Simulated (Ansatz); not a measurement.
Results of LDA (Ansatz, an electronic-structure program, plane waves, PAW) for HfO2 (P2₁/c, No. 14).

Run with plane-wave cutoff 520 eV, 8×8×8 k mesh, Fermi–Dirac smearing 0.01 eV, scalar-relativistic PAW data made under PBE.

Cell (relaxed at this level):

```
HfO2
1.0
    0.00000     5.04757     0.01033
    5.14015     0.00000     0.00000
    0.00000    -0.85737    -5.14407
Hf O
4 8
Cartesian
  4.92044   2.96658  -4.06509
  2.35036   0.79494  -3.64068
  0.21971   1.22363  -1.06864
  2.78979   3.39526  -1.49306
  1.24130   2.35013  -2.66226
  3.81138   1.41139  -5.04351
  3.89886   1.84007  -2.47148
  1.32878   2.77882  -0.09023
  3.38787   4.11164  -3.39724
  0.81779  -0.35011  -4.30853
  1.75229   0.07857  -1.73650
  4.32237   4.54032  -0.82521
```

Question: Predict the bulk modulus, band gap, smallest direct gap on the k points sampled and direct gap at Γ.

Answer: 
* **bulk modulus**: 188 GPa
* **band gap**: 3.94 eV
* **smallest direct gap on the k points sampled**: 4.03 eV
* **direct gap at Γ**: 4.40 eV

Measured, for comparison: band gap 5.7 eV (temperature not stated, not corrected to a static lattice, our sources range from 5.70 to 5.84; as tabulated in Choudhary et al. (2018), arXiv:1804.01032).

Note: the relaxation could not lower the start's symmetry, so the cell can be a saddle point above a distorted one; the bulk modulus comes from volumes at which shape and atoms were relaxed.

Spin–orbit coupling is not included.

The result took very roughly 2.1 core-hours.
